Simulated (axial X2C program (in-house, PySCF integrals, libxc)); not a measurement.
## Working with the constants of Si₂

A bond curve at the PBE0 level, with spin–orbit coupling, was computed with an in-house all-electron X2C program for linear molecules (integrals from PySCF) (basis Si dyall-v3z [8s7p2d1f] (cores contracted in-house)) for the state Ω = 1 (⟨Sz⟩ = 1.00, ⟨Lz⟩ = 0.00 at PBE0). Its fit gives Re = 2.2606 Å, ωe = 516.1 cm⁻¹, ωexe = 1.68 cm⁻¹ and αe = 1.176e-03 cm⁻¹; the masses are 27.9769 and 27.9769 u. Two-component means X2C with spin–orbit coupling and atomic mean-field Coulomb and Gaunt terms.

Q: Find the reduced mass, Be and the force constant.

A: From the PBE0 values: μ = 13.9885 u. Be = 16.8576/(μ Re²) = 0.2358 cm⁻¹. k = 5.8918×10⁻⁷ μ ωe² = 2.2 mdyn/Å.

Q: Estimate De from a Morse curve and compare with the computed well depth of 3.294 eV to Si + Si.

A: De(Morse) = ωe²/(4ωexe) = 4.914 eV against 3.294 eV computed, a ratio of 1.49. The extrapolation overshoots: the well softens faster than a Morse curve, or the lowest atomic limit lies below the one to which the curve heads.

Q: Estimate the centrifugal constant by the Kratzer relation.

A: D = 4Be³/ωe² = 1.97e-07 cm⁻¹.

Q: Where do the fundamental and the first overtone lie?

A: ν(1←0) = ωe − 2ωexe = 512.7 cm⁻¹; ν(2←0) = 2ωe − 6ωexe = 1022.1 cm⁻¹.

Q: A Morse curve ties αe to the other constants (Pekeris). How well does that hold?

A: αe(Morse) = 6Be²/ωe × (√(ωexe/Be) − 1) = 1.079e-03 cm⁻¹; the PBE0 curve gives 1.176e-03 cm⁻¹, a ratio of 0.92.

The state is a single determinant with fixed occupations, the lowest that a limited PBE0 search found. De is counted from the lowest determinant-based energies of the atoms at the same level, without counterpoise correction. Density functionals use the spin component along the axis (collinear). In 2c an atomic determinant is not the ground J level, so De misses part of the atomic spin–orbit lowering. This holds for PBE0. PBE0 can misorder states that lie within some tenths of an eV, so this need not be the ground state of the molecule. The nearest other 2c determinant of the search, Ω = 2, lies 0.37 eV up at the distance of the search. Without a current term, density functionals place determinants with orbital angular momentum somewhat too high. With several unpaired electrons one determinant need not be a pure state. Open-shell Ω = 0 determinants with evenly filled partner blocks cannot be reached by this program, so the Ω shown need not be the lowest component. This is the Ω = 1 component of a π² triplet; the 0⁺ component is not one determinant and can lie lowest.
